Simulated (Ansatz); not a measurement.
Ansatz (an electronic-structure program) input (HF/3-21G): The .json file is the Basis Set Exchange's 3-21G.

Ansatz 0.2 input:
```yaml
crystal:
  periodic: [false, false, false]
  atoms:
    - {symbol: C, position_ang: [0.13152232, 0.38672480, 0.01599482]}
    - {symbol: C, position_ang: [1.26715633, -0.26934746, -0.00652910]}
    - {symbol: F, position_ang: [-1.14692546, -0.29258346, -0.01565564]}
    - {symbol: H, position_ang: [-0.14655768, 1.44553984, 0.05762139]}
    - {symbol: H, position_ang: [2.07681501, 0.48344726, 0.02648506]}
basis:
  gaussian:
    orbitals: 3-21G.json
hamiltonian:
  xc: {name: HF}
total_charge: -1
relax: {f_tol: 0.003, max_steps: 120}
```

Output:

```
Functional definition: HF
integrals: 0.00 GiB planned
419 factors; integrals over basis functions are off by at most 6.5e-4 eV
mean field: 0.05 GiB planned
mean field evaluation 1: about -4765.3550 eV, gradient 3.3e1 eV
mean field evaluation 2: about -4765.3562 eV, gradient 3.3e1 eV
mean field evaluation 4: about -4768.4406 eV, gradient 2.8e0 eV
mean field evaluation 8: about -4768.5121 eV, gradient 2.8e-2 eV
mean field -4768.51184855 eV, -175.2395782209 hartree, gradient 2.2e-5 eV, S^2 0.000000; 0 other end points of the search recorded, 0 dependent functions left out
the calculation of the forces begins
reference -4768.51184855 eV, -175.2395782209 hartree; 12, 12 occupied and 19, 19 virtual orbitals, 419 factors
relax step   1: F+E_penalty+E_count = -4768.51184855 eV  Δ(F+E_penalty+E_count) = +0.000e0 eV  max|allowed force component| = 9.580e-1 eV/Å  Δτ_max = 0.0000 Å  (28 SCF iters, accepted)
these checks for a lower state are left out or cut short: starts, cluster_reference, orbital_swaps, neighbouring_geometries, increment
integrals: 0.00 GiB planned
419 factors; integrals over basis functions are off by at most 6.4e-4 eV
mean field: 0.05 GiB planned
mean field evaluation 16: about -4768.5216 eV, gradient 2.4e-5 eV
mean field -4768.52156377 eV, -175.2399352486 hartree, gradient 3.7e-5 eV, S^2 0.000000; 0 other end points of the search recorded, 0 dependent functions left out
the calculation of the forces begins
reference -4768.52156377 eV, -175.2399352486 hartree; 12, 12 occupied and 19, 19 virtual orbitals, 419 factors
relax step   2: F+E_penalty+E_count = -4768.52156377 eV  Δ(F+E_penalty+E_count) = -9.715e-3 eV  max|allowed force component| = 3.846e-1 eV/Å  Δτ_max = 0.0101 Å  (25 SCF iters, accepted)
these checks for a lower state are left out or cut short: starts, cluster_reference, orbital_swaps, neighbouring_geometries, increment
integrals: 0.00 GiB planned
419 factors; integrals over basis functions are off by at most 6.4e-4 eV
mean field: 0.05 GiB planned
mean field -4768.52340461 eV, -175.2400028980 hartree, gradient 3.7e-5 eV, S^2 0.000000; 0 other end points of the search recorded, 0 dependent functions left out
the calculation of the forces begins
reference -4768.52340461 eV, -175.2400028980 hartree; 12, 12 occupied and 19, 19 virtual orbitals, 419 factors
relax step   3: F+E_penalty+E_count = -4768.52340461 eV  Δ(F+E_penalty+E_count) = -1.841e-3 eV  max|allowed force component| = 4.066e-2 eV/Å  Δτ_max = 0.0075 Å  (25 SCF iters, accepted)
these checks for a lower state are left out or cut short: starts, cluster_reference, orbital_swaps, neighbouring_geometries, increment
integrals: 0.00 GiB planned
419 factors; integrals over basis functions are off by at most 6.4e-4 eV
mean field: 0.05 GiB planned
mean field -4768.52327999 eV, -175.2399983185 hartree, gradient 3.8e-5 eV, S^2 0.000000; 0 other end points of the search recorded, 0 dependent functions left out
the calculation of the forces begins
reference -4768.52327999 eV, -175.2399983185 hartree; 12, 12 occupied and 19, 19 virtual orbitals, 419 factors
relax step   4: F+E_penalty+E_count = -4768.52327999 eV  Δ(F+E_penalty+E_count) = +1.246e-4 eV  max|allowed force component| = 5.478e-2 eV/Å  Δτ_max = 0.0036 Å  (26 SCF iters, rejected (line search))
these checks for a lower state are left out or cut short: starts, cluster_reference, orbital_swaps, neighbouring_geometries, increment
integrals: 0.00 GiB planned
419 factors; integrals over basis functions are off by at most 6.4e-4 eV
mean field: 0.05 GiB planned
mean field evaluation 32: about -4768.5225 eV, gradient 4.4e-5 eV
mean field -4768.52348534 eV, -175.2400058651 hartree, gradient 3.8e-5 eV, S^2 0.000000; 0 other end points of the search recorded, 0 dependent functions left out
the calculation of the forces begins
reference -4768.52348534 eV, -175.2400058651 hartree; 12, 12 occupied and 19, 19 virtual orbitals, 419 factors
relax step   5: F+E_penalty+E_count = -4768.52348534 eV  Δ(F+E_penalty+E_count) = -8.074e-5 eV  max|allowed force component| = 9.574e-3 eV/Å  Δτ_max = 0.0018 Å  (27 SCF iters, accepted)
these checks for a lower state are left out or cut short: starts, cluster_reference, orbital_swaps, neighbouring_geometries, increment
integrals: 0.00 GiB planned
419 factors; integrals over basis functions are off by at most 6.4e-4 eV
mean field: 0.05 GiB planned
mean field -4768.52349528 eV, -175.2400062301 hartree, gradient 3.8e-5 eV, S^2 0.000000; 0 other end points of the search recorded, 0 dependent functions left out
the calculation of the forces begins
reference -4768.52349528 eV, -175.2400062301 hartree; 12, 12 occupied and 19, 19 virtual orbitals, 419 factors
relax step   6: F+E_penalty+E_count = -4768.52349528 eV  Δ(F+E_penalty+E_count) = -9.931e-6 eV  max|allowed force component| = 3.442e-3 eV/Å  Δτ_max = 0.0013 Å  (26 SCF iters, accepted)
these checks for a lower state are left out or cut short: starts, cluster_reference, orbital_swaps, neighbouring_geometries, increment
integrals: 0.00 GiB planned
419 factors; integrals over basis functions are off by at most 6.4e-4 eV
mean field: 0.05 GiB planned
mean field -4768.52349557 eV, -175.2400062411 hartree, gradient 2.7e-5 eV, S^2 0.000000; 0 other end points of the search recorded, 0 dependent functions left out
the calculation of the forces begins
reference -4768.52349557 eV, -175.2400062411 hartree; 12, 12 occupied and 19, 19 virtual orbitals, 419 factors
relax step   7: F+E_penalty+E_count = -4768.52349557 eV  Δ(F+E_penalty+E_count) = -2.991e-7 eV  max|allowed force component| = 1.194e-4 eV/Å  Δτ_max = 0.0002 Å  (17 SCF iters, accepted)
integrals: 0.00 GiB planned
419 factors; integrals over basis functions are off by at most 6.4e-4 eV
mean field: 0.05 GiB planned
mean field -4768.52349557 eV, -175.2400062411 hartree, gradient 2.7e-5 eV, S^2 0.000000; 1 other end points of the search recorded, 0 dependent functions left out
the calculation of the forces begins
reference -4768.52349557 eV, -175.2400062411 hartree; 12, 12 occupied and 19, 19 virtual orbitals, 419 factors
Total energy: -4768.52349557 eV, -175.2400062411 hartree
Atom 0 at     0.115442     0.385114     0.015875 Å, force     0.000027     0.000025     0.000001 eV/Å
Atom 1 at     1.262985    -0.262487    -0.006267 Å, force     0.000010     0.000119     0.000005 eV/Å
Atom 2 at    -1.148597    -0.296488    -0.015818 Å, force    -0.000036    -0.000025    -0.000001 eV/Å
Atom 3 at    -0.128353     1.439590     0.057444 Å, force     0.000064    -0.000072    -0.000003 eV/Å
Atom 4 at     2.080533     0.488052     0.026683 Å, force    -0.000065    -0.000048    -0.000002 eV/Å
Dipole moment:    -0.477450     0.540711     0.020119 e Å
```

The dipole moment of an ion depends on the origin.

The geometry given is a B3LYP-D3(BJ)/def2-TZVP minimum.
